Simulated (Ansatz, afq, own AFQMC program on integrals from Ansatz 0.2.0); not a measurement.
# NbO, quartet in def2-TZVP, levels against CCSDT(Q)

```yaml
atoms:
  - { symbol: Nb, position_ang: [0.0000, 0.0000, 0.0000] }
  - { symbol: O, position_ang: [0.0000, 0.0000, 1.6748] }
```

Basis def2-TZVP with its core potentials. Noble-gas cores (and the filled d shells of Ga–Kr and In–Xe) are frozen. Integrals, coupled cluster, full CI and functionals: Ansatz 0.2.0; the random walks run on the same integrals in our own AFQMC program. ph-AFQMC/CISD is guided by a CISD state made of CCSD amplitudes; releasing the constraint for a short imaginary time cuts its bias at the price of noise, slowly where states lie close. ± is one standard error of the sampling. No spin–orbit coupling. The metal's outer-core s and p shells are frozen, which shifts wave-function levels against functionals.

Determinant: UHF, the one that the program's search chose, which needn't be the lowest solution. The geometry is a PBE0/def2-TZVP stationary point of this or a neighbouring charge and spin state.

No full CI on the walks' own integrals is used here; CCSDT(Q) serves as the reference and is uncertain by about the last step of the cluster series.

Cautions: no spin-orbit coupling; outer-core shells of the metal frozen; higher spins were not checked; (T) is large, 7 % of the CCSD correlation; unrestricted determinant slightly spin contaminated (⟨S²⟩ 3.84 against 3.75); the released energies have errors that jump between times, so the bars are unsure, so no released level is given (meV from the phaseless value at times in 1/Eh: -23 ± 5 at 0.60, -29 ± 9 at 1.20, -261 ± 228 at 2.00, -38 ± 9 at 3.00, -37 ± 16 at 4.20), though the last usable value meets CCSDT(Q) within the noise.

* T1 diagnostic: 0.0363
* weight of the determinant in the CISD state: 0.870
* ⟨S²⟩ of the determinant: 3.840
* size of the correlated space: 11 electrons in 66 orbitals

```
  level  correlation energy (eV)
    MP2                  -9.5725
   CCSD                  -9.1401
CCSD(T)                  -9.7359
```

Question: Estimate where phaseless AFQMC with the Hartree–Fock trial lies against CCSD(T) on the same integrals.

Answer: 0.49 ± 1.26 mEh below CCSD(T). The gap is under twice the noise, so this walk alone can't tell the two apart.

Reference: CCSDT(Q), correlation energy -9.777 eV.

```tsv
level	E − E(reference) (mEh)	share of correlation (%)
CCSD(T)	1.52	99.58
CCSDT	1.40	99.61
ph-AFQMC/HF	1.03 ± 1.26	99.71
ph-AFQMC/CISD	1.84 ± 0.18	99.49
```

A walk keeps the symmetry of its determinant, which the program's search chose and which needn't be the lowest solution, so a lower state of the same spin and another symmetry isn't excluded.
